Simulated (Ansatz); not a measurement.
What does this script print? It uses Ansatz 0.2.0, Python API.

Script `methods_c3h5fo.py`:
```python
"""C3H5FO at several levels of theory."""

from pathlib import Path

import ansatz as az
from ase import Atoms
import numpy as np

BASIS = "def2-SVP"


def main() -> None:
    atoms = Atoms(["O", "C", "C", "C", "F", "H", "H", "H", "H", "H"], positions=[
        (1.4949, -0.6188, -0.7349),
        (0.4811, -0.5694, 0.2828),
        (-0.9232, -0.3639, -0.2142),
        (-0.2046, 0.7503, 0.4753),
        (0.2336, 1.8041, -0.3081),
        (1.6082, 0.2559, -1.1525),
        (0.6153, -1.2006, 1.1543),
        (-1.7245, -0.8583, 0.3198),
        (-1.081, -0.2768, -1.2819),
        (-0.4999, 1.0775, 1.4595),
    ])
    mol = az.Crystal.molecule_from_ase(atoms)

    model = mol.calculation().basis(gaussian=BASIS)

    print("functional    E (Ha)        dipole (D)   HOMO (eV)  LUMO (eV)")
    for name in ["lda", "cam_b3lyp", "lc_wpbe", "hse06", "revpbe"]:
        data = model.functional(name).forces().orbitals().run(threads=1, pin="off", runs_dir="runs").report
        lines = Path(data["orbitals_path"]).read_text().splitlines()
        field_of = lambda key: [line.split("=")[1].strip() for line in lines if line.startswith(key)]
        orbitals = [(27.211386 * float(e), s, float(n)) for e, s, n in zip(field_of("Ene="), field_of("Spin="), field_of("Occup="))]
        homo = max(e for e, _, n in orbitals if n > 0.5)
        lumo = min(e for e, _, n in orbitals if n < 0.5)
        dipole = 4.803205 * np.linalg.norm(data["charge_distribution"]["dipole_moment_e_ang"])
        print(f"{name:10s} {data['free_energy_ev'] / 27.211386246:14.6f} {dipole:9.3f} {homo:11.3f} {lumo:10.3f}")


if __name__ == "__main__":
    main()
```

`python methods_c3h5fo.py` gives:
```text
functional    E (Ha)        dipole (D)   HOMO (eV)  LUMO (eV)
lda           -289.855219     1.543      -5.744      0.306
cam_b3lyp     -291.998677     1.721      -8.704      2.627
lc_wpbe       -291.953027     1.769     -10.088      3.930
hse06         -291.789919     1.695      -6.888      1.182
revpbe        -292.025214     1.487      -5.580      0.580
```

Reading the output:
- Total energies depend on the basis set; only differences at equal settings carry meaning.
- The geometry is a force-field or estimated start, not a minimum of this method, and the basis set is short of its limit. A lower total doesn't mark the better method: functionals have no common bound, and MP2 and coupled cluster aren't variational.
- Levels such as HOMO and LUMO are orbital energies: with these approximate functionals they aren't the ionisation energy and electron affinity, and their gap isn't the fundamental gap.
- hse06 follows the composition of plane-wave codes, whose totals differ by tens of mHa, up to about 0.1 Ha, from the form usual in Gaussian-basis programs (wpbeh).
- Hardware and time: 13 s on 1 thread of Arm Neoverse V2 (shared host), peak memory 0.27 GiB.
